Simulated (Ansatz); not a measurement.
# Worked example: the interaction energy

The pair of HCl (SMILES Cl, atoms 1–2) and CH6Si (SMILES C[SiH3], atoms 3–10), both closed shells, in one local arrangement (a lower one may exist), relaxed at PBE0-D4/def2-TZVP:

| atom | x (Å) | y (Å) | z (Å) |
| --- | --- | --- | --- |
| Cl1 | -0.5256 | -0.3921 | -3.1396 |
| H2 | 0.2199 | -0.6583 | -2.1263 |
| C3 | -0.8207 | 0.6140 | 0.5625 |
| Si4 | 0.7996 | -0.2920 | 0.7571 |
| H5 | -0.7410 | 1.4001 | -0.1913 |
| H6 | -1.1151 | 1.0756 | 1.5077 |
| H7 | -1.6151 | -0.0688 | 0.2542 |
| H8 | 1.2028 | -0.9248 | -0.5375 |
| H9 | 0.6984 | -1.3831 | 1.7611 |
| H10 | 1.8967 | 0.6292 | 1.1523 |

Both fragments are computed in the basis of the whole pair.

Program: Ansatz 0.2.0. Basis: def2-TZVPPD and def2-QZVPPD. Cores are frozen in the correlated methods.

Energies in eV:

| quantity | pair | first fragment | second fragment |
| --- | --- | --- | --- |
| Hartree–Fock, triple zeta (X = 3) | -21508.42178 | -12519.95429 | -8988.50510 |
| Hartree–Fock, quadruple zeta (X = 4) | -21509.05954 | -12520.28987 | -8988.80708 |
| MP2 correlation, X = 3 | -14.40257 | -5.59624 | -8.69476 |
| MP2 correlation, X = 4 | -15.45081 | -6.09992 | -9.23117 |
| CCSD(T) correlation, X = 3 | -16.55627 | -6.38089 | -10.07410 |

(1) Work out the interaction energy at the basis limit: extrapolate Hartree–Fock as E(X) = E∞ + A exp(−7.88 √X) and the MP2 correlation as E(X) = E∞ + B X^−2.97 (the exponents that Neese and Valeev fitted for def2-TZVPP and QZVPP, reused here for the diffuse sets), then add CCSD(T) − MP2 in triple zeta.

T1 diagnostic: at most 0.010.

Answers

(1) Each step is linear, so take the differences first (pair − first fragment − second fragment): Hartree–Fock 0.03761 (X = 3) and 0.03741 (X = 4); MP2 correlation -0.11157 and -0.11972; CCSD(T) correlation -0.10128.
Two points give E∞ = E(4) + w [E(4) − E(3)], with w = 1/(exp(7.88 (2 − √3)) − 1) = 0.1377 for Hartree–Fock and w = 1/((4/3)^2.97 − 1) = 0.7407 for the correlation.
Hartree–Fock: 0.03741 + 0.1377 × (-0.00020) = 0.0374 eV.
MP2 correlation: -0.11972 + 0.7407 × (-0.00815) = -0.1258 eV.
CCSD(T) − MP2: -0.10128 − (-0.11157) = 0.0103 eV.
Sum: 0.0374 + (-0.1258) + 0.0103 = -0.0781 eV, or -1.80 kcal/mol. Plain CCSD(T) in triple zeta gives -0.0637 eV, so the larger basis shifts the result by -0.0144 eV.

For scale, one of the runs: CCSD(T)/def2-TZVPPD, 255 basis functions, launched by `ansatz run in.yaml --threads 4 --pin off --events-out ev --progress --plain --max-ram 9574MiB`. Hardware: 4 CPU threads of an Arm Neoverse V1, shared host. Wall time 91 s; peak host memory 5.3 GiB.
